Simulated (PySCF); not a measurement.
Gas-phase reaction: 2 Al(CH3)2NH2 + 3 C2H4 ⇌ 2 Al(CH3)3 + 2 CH3NH2 + 2 C

Method: PySCF energies plus ideal-gas RRHO corrections (1 bar). † marks an energy on the PBE0/def2-TZVP geometry and frequencies; other levels use their own. MP2 freezes the core. 6-31G* has spherical d functions here. Open shells (unrestricted): C (multiplicity 3, electronic degeneracy 9); the rest are closed-shell singlets. Spin-orbit splitting is ignored; it lowers the true energy and changes the entropy of C. Methyl groups turn as free rotors in Al(CH3)2NH2, Al(CH3)3. Al(CH3)2NH2: computed as isolated molecules; such fragments, hydroxides, amides, oligomers or adducts are transient or little studied in the gas. MP2 isn't extrapolated to the basis-set limit; its ΔH°(298 K) is 1360.5 kJ in def2-SVP and 1387.1 kJ in def2-TZVPP. The harmonic model lacks anharmonicity and excited electronic states, which grow with temperature; levels with a mode under 35 cm⁻¹ are left out. Internal rotation in CH3NH2 is treated as a harmonic vibration of one conformer, which makes the entropy rough.

```tsv
level	ΔE electronic, kJ	ΔH°(298 K), kJ	ΔS°(298 K), J/K	ΔG°(1600 K), kJ
BLYP/def2-TZVP†	1417	1404	148	1161
HF/6-31G*	1000	986	147	744
HF/def2-TZVP†	1050	1037	148	794
M06-2X/def2-TZVP†	1391	1378	148	1135
MP2/def2-SVP†	1374	1361	148	1118
MP2/def2-TZVPP†	1400	1387	148	1144
PBE/def2-SVP	1445	1433	145	1197
PBE0/def2-TZVP	1386	1372	148	1130
ωB97M-V/def2-TZVP†	1384	1371	148	1128
ωB97X-V/def2-TZVP†	1363	1349	148	1107
```
ΔH° is lowest at HF/6-31G* and highest at PBE/def2-SVP. No reference value is set beside these.
